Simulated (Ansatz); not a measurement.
# Scan of [NH$_{2}$···H···H], doublet

Starting geometry:

```json
{"atom": "N", "x (Å)": "-0.1364", "y (Å)": "-0.0316", "z (Å)": "-0.0492"}
{"atom": "H", "x (Å)": "-0.4337", "y (Å)": "0.9362", "z (Å)": "-0.0492"}
{"atom": "H", "x (Å)": "-0.4337", "y (Å)": "-0.4339", "z (Å)": "0.8311"}
{"atom": "H", "x (Å)": "0.8761", "y (Å)": "-0.0316", "z (Å)": "-0.0492"}
{"atom": "H", "x (Å)": "1.8866", "y (Å)": "-0.0316", "z (Å)": "-0.0492"}
```

From there H4 is moved from one fragment to the other while all else, the fragments' distance too, stays fixed; atoms are numbered as listed. Energies are in eV, counted from the starting geometry at the same level.

Basis cc-pVDZ; Ansatz 0.2.0. Only valence electrons are correlated (noble-gas cores frozen). Prefix R: restricted or restricted open-shell reference; prefix U: unrestricted.

Full CI isn't at hand for all of this; RCCSDTQ serves as the reference, and is uncertain by about the last step of the cluster series. The frozen core follows each run's orbitals, which can shift R against U totals by a few meV.

| distance N1-H4 (Å) | UHF |
| --- | --- |
| 1.012 | 0.000 |
| 1.050 | 0.041 |
| 1.126 | 0.175 |
| 1.202 | 0.272 |
| 1.278 | 0.322 |

Question: Estimate the RCCSDTQ curve in cc-pVDZ from this one, knowing how UHF errs.

Answer: The computed RCCSDTQ values, in eV from the starting point, and the error of UHF against them:
```
distance N1-H4 (Å)  RCCSDTQ  UHF less RCCSDTQ
             1.012    0.000             0.000
             1.050   -0.006             0.047
             1.126    0.067             0.108
             1.202    0.181             0.091
             1.278    0.323             0.000
```

The error spans 0.109 eV and is largest, 0.108 eV, at 1.126 Å.
